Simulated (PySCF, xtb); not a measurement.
CN, SMILES [C]#N (connectivity only; charge and spin as stated), charge -1, multiplicity 1.

GFN2-xTB (xtb 6.7.1) at its own geometry gives an orbital gap of 4.43 eV.

Geometry optimised at B3LYP-D3(BJ)/def2-TZVPD.

Task: What does B3LYP/def2-TZVPD (PySCF) give? (Estimate from the structure and the level; the computed values follow.)

Result: gap 6.83 eV (levels -1.16 and 5.67 eV).
